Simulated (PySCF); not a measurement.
C₅H₁₁N.
Atom-mapped SMILES: `[CH2:1]=[CH:2][C@@H:3]([CH3:4])[NH:5][CH3:6]` (hydrogens: H7, H8 on C1; H9 on C2; H10 on C3; H11, H12, H13 on C4; H14 on N5; H15, H16, H17 on C6)

Cartesian coordinates in Å at the PBE0-D3(BJ)/def2-SVP level; atoms count from 1:
```xyz
17
C5H11N angstrom
C      1.8654   -1.3189   -0.0546
C      0.9991   -0.4605   -0.5920
C      0.0748    0.4389    0.1820
C      0.4947    1.8953    0.0141
N     -1.2837    0.2773   -0.2998
C     -1.8898   -0.9916    0.0198
H      2.5334   -1.9251   -0.6719
H      1.9399   -1.4449    1.0307
H      0.9266   -0.3569   -1.6822
H      0.1694    0.1715    1.2603
H      0.4352    2.1888   -1.0451
H     -0.1687    2.5609    0.5905
H      1.5238    2.0506    0.3663
H     -1.8584    1.0410    0.0467
H     -1.3193   -1.8078   -0.4499
H     -2.9132   -1.0321   -0.3823
H     -1.9382   -1.2166    1.1081
```

Computed with PySCF at PBE0/def2-SVPD, non-relativistic, on one gas-phase PBE0-D3(BJ)/def2-SVP geometry that isn't relaxed in the solvent. The solvent is an IEF-PCM continuum (van der Waals radii × 1.2), and excitations are vertical TDDFT with non-equilibrium linear response and a frozen core. Only the electrostatic response of the medium enters.

Gas-phase singlets (H = HOMO, L = LUMO):

```tsv
state	E (eV)	λ (nm)	f	leading configuration
S1	5.514	225	0.004	H→L 99%
S2	6.070	204	0.004	H→L+1 92%
S3	6.822	182	0.030	H→L+2 84%
S4	6.985	178	0.026	H→L+3 76%
S5	7.002	177	0.035	H→L+4 81%
```

Task: How does the list change in cyclohexane (ε = 2.017)?

Result: 
```tsv
state	E (eV)	λ (nm)	f	leading configuration	change by rank (eV)
S1	5.523	224	0.006	H→L 99%	+0.009
S2	6.154	201	0.005	H→L+1 91%	+0.084
S3	6.864	181	0.041	H→L+2 85%	+0.042
S4	7.006	177	0.048	H→L+4 62%	+0.021
S5	7.032	176	0.033	H→L+3 51%	+0.030
```

Task: Give the list for acetonitrile (ε = 35.69), n² = 1.81.

Result: 
| state | E (eV) | λ (nm) | f | leading configuration | change by rank (eV) |
| --- | --- | --- | --- | --- | --- |
| S1 | 5.547 | 224 | 0.005 | H→L 99% | +0.033 |
| S2 | 6.343 | 195 | 0.003 | H→L+1 89% | +0.273 |
| S3 | 6.980 | 178 | 0.045 | H→L+2 95% | +0.158 |
| S4 | 7.068 | 175 | 0.042 | H→L+3 51% | +0.083 |
| S5 | 7.140 | 174 | 0.043 | H→L+4 44% | +0.138 |

Task: The ground-state energy changes by -0.153 eV from gas to acetonitrile. By how much does the total energy of gas-phase S1 change?

Result: E(S1) = E(S0) + excitation energy, so it changes by -0.153 + 0.033 = -0.120 eV: it is lowered less than the ground state, which is what a blue shift means. This is the vertical state, with the slow part of the continuum still set for S0.

Task: How do the frontier levels move from gas to acetonitrile?

Result: 
```tsv
orbital	gas (eV)	solvent (eV)	change (eV)	Löwdin shares, gas	Löwdin shares, solvent
LUMO+2	1.38	1.51	+0.13	C1 18 %, C4 11 %, H7 9 %, H8 9 %	C4 20 %, H11 11 %, C6 8 %, H12 8 %
LUMO+1	0.83	1.01	+0.18	C6 16 %, C4 14 %, H14 12 %, H12 9 %	C6 18 %, C4 12 %, C1 11 %, H14 7 %
LUMO	0.24	0.23	-0.01	C1 35 %, C2 33 %, H8 6 %, H7 6 %	C1 35 %, C2 34 %, H8 6 %, H7 6 %
HOMO	-6.50	-6.55	-0.05	N5 58 %, C6 10 %, C3 9 %, H17 6 %	N5 58 %, C6 11 %, C3 10 %, H17 6 %
HOMO-1	-7.54	-7.57	-0.03	C1 39 %, C2 36 %, C3 5 %, C4 4 %	C1 39 %, C2 35 %, C3 5 %, C4 5 %
HOMO-2	-9.38	-9.30	+0.08	C2 21 %, C3 18 %, C1 12 %, C4 8 %	C2 20 %, C3 18 %, C1 12 %, C4 9 %
HOMO-3	-9.91	-9.83	+0.08	C3 20 %, C4 18 %, N5 10 %, H11 8 %	C3 20 %, C4 19 %, N5 10 %, H11 9 %
```

The HOMO–LUMO gap goes from 6.75 to 6.78 eV. Rows go by rank; for LUMO+2 the atom shares or the degeneracy differ between the runs, so the row needn't follow one orbital.

On Arm Neoverse V1, one thread, no GPU (shared host), this took 28 s wall. This is the whole response run at PBE0/def2-SVPD in acetonitrile, SCF included.
